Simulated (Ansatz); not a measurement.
## Ansatz (development build ahead of 0.2.0) run

```yaml
crystal:
  periodic: [false, false, false]
  atoms:
    - { symbol: H, position_ang: [0.0, 0.0, -1.44884] }
    - { symbol: C, position_ang: [0.0, 0.0, -0.45441] }
    - { symbol: C, position_ang: [0.0, 0.0, 0.69588] }
basis:
  gaussian: { orbitals: cc-pVDZ }
total_charge: -1
hamiltonian:
  xc: hf
```

The input is written out in the form of the current development build from the run's settings.

Results

```
Converged                       : yes
Total energy                    : -76.17615 hartree
Spin squared of the determinant : 0.000
```

Caution: no unrestricted run beside it, a lower state can exist; no diffuse functions for an anion.
